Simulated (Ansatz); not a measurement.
**C₂H₄N₂: up Jacob's ladder to CCSD(T)**

How much do the methods differ for C₂H₄N₂? The plan is to run it at one geometry with functionals of several rungs and with coupled cluster. The yardstick is the atomisation energy at the CCSD(T) limit.

Method: functionals in def2-TZVPP, the program's frozen cores in correlated methods; program: Ansatz 0.2.0, Gaussian basis.

Plan: LDA (SPW92), PBE-D4, revPBE-D4, BLYP-D4, r2SCAN-D4, B97M-V, PBE0-D4, B3LYP-D4, r2SCANh-D4, r2SCAN0-D4, HSE06-D4, BHLYP-D4, CAM-B3LYP-D4, LC-ωPBE, ωB97X-V, ωB97M-V, B2PLYP, PBE-QIDH; CCSD(T)/def2-SVP; CCSD(T)/def2-TZVPP; MP2/def2-QZVPP; extrapolation to the limit; RPA on PBE.

## Step 1: Structure used throughout

An earlier PBE0-D4 in a triple-zeta def2 set relaxation fixed the geometry.

SMILES `NC#CN`, 8 atoms, charge 0, spin multiplicity 1.

Atoms are counted from 1 here; the program's logs count them from 0.

Bond lengths: N1–C2 1.342 Å, N1–H5 1.008 Å, N1–H6 1.008 Å, C2–C3 1.207 Å, C3–N4 1.342 Å, N4–H7 1.008 Å, N4–H8 1.008 Å. Angles: C2–N1–H5 116.6°, C2–N1–H6 116.7°, H5–N1–H6 112.9°, N1–C2–C3 177.3°, C2–C3–N4 177.3°, C3–N4–H7 116.5°, C3–N4–H8 116.7°, H7–N4–H8 112.9°.

## Step 2: LDA

This LDA is Slater exchange with PW92 correlation.

File in.yaml:

```yaml
crystal:
  periodic: [false, false, false]
  atoms:
    - {symbol: N, position_ang: [-0.388276, 1.867118, -0.356931]}
    - {symbol: C, position_ang: [-0.098009, 0.573243, -0.148197]}
    - {symbol: C, position_ang: [0.218242, -0.576699, 0.034818]}
    - {symbol: N, position_ang: [0.577600, -1.862389, 0.175698]}
    - {symbol: H, position_ang: [-0.775473, 2.102573, -1.257371]}
    - {symbol: H, position_ang: [-0.831392, 2.359958, 0.402347]}
    - {symbol: H, position_ang: [1.503899, -2.034455, 0.534225]}
    - {symbol: H, position_ang: [-0.114391, -2.486448, 0.559712]}
basis:
  gaussian: {orbitals: def2-TZVPP}
hamiltonian: {xc: lda}
output: {orbitals: {seedname: orbitals}}
```

The runs that follow: PBE-D4 (GGA); revPBE-D4 (GGA); BLYP-D4 (GGA); r2SCAN-D4 (meta-GGA); B97M-V (meta-GGA); PBE0-D4 (hybrid); B3LYP-D4 (hybrid); r2SCANh-D4 (hybrid); r2SCAN0-D4 (hybrid); HSE06-D4 (hybrid); BHLYP-D4 (hybrid); CAM-B3LYP-D4 (range-separated); LC-ωPBE (range-separated); ωB97X-V (range-separated); ωB97M-V (range-separated); B2PLYP (double hybrid); PBE-QIDH (double hybrid); CCSD(T) in def2-SVP; CCSD(T) in def2-TZVPP; MP2 in def2-QZVPP; RPA on PBE orbitals.

**Question.** What will the summary of the whole plan be? Wanted: atomisation energy, CCSD(T)/CBS; farthest beyond LDA; mean size of error, GGA; mean size of error, meta-GGA; mean size of error, hybrid; mean size of error, range-separated; mean size of error, double hybrid; gap, smallest and largest; T1 diagnostic.

The runs gave:

| quantity | value |
| --- | --- |
| atomisation energy, CCSD(T)/CBS | 3094.4 kJ/mol |
| functionals within 15.5 kJ/mol (0.5 %) | r2SCAN-D4, B97M-V, B2PLYP, PBE-QIDH |
| farthest beyond LDA | PBE-D4 (+163.0 kJ/mol) |
| mean size of error, GGA | 98.0 kJ/mol |
| mean size of error, meta-GGA | 8.9 kJ/mol |
| mean size of error, hybrid | 59.0 kJ/mol |
| mean size of error, range-separated | 33.8 kJ/mol |
| mean size of error, double hybrid | 7.1 kJ/mol |
| gap, smallest and largest | 4.78 eV (BLYP-D4), 11.83 eV (LC-ωPBE) |
| T1 diagnostic | 0.0124 |
| triples share of the correlation energy | 4.3 % |

What this shows: The LDA atomisation energy is off by 594.4 kJ/mol (19 %): it overbinds. PBE-D4 misses by +163.0 kJ/mol. Double hybrids carry the basis error of their MP2 part in triple zeta, and no dispersion term here, so their miss is partly the set-up's. The rungs double hybrid, meta-GGA miss on average by less than the doubt on the reference (15.5 kJ/mol), so they tie; GGA functionals have the largest mean beyond LDA (98.0 kJ/mol). Misses under about 15.5 kJ/mol are within the doubt on the reference itself, which lacks core-valence correlation, relativity and higher excitations. Hartree-Fock recovers 65 % of the binding; the rest is correlation. CCSD(T) in def2-SVP is off by -202.7 kJ/mol, which most functionals beat. The gap grows from 4.8 to 11.8 eV across the functionals, mostly with the share of exact exchange.
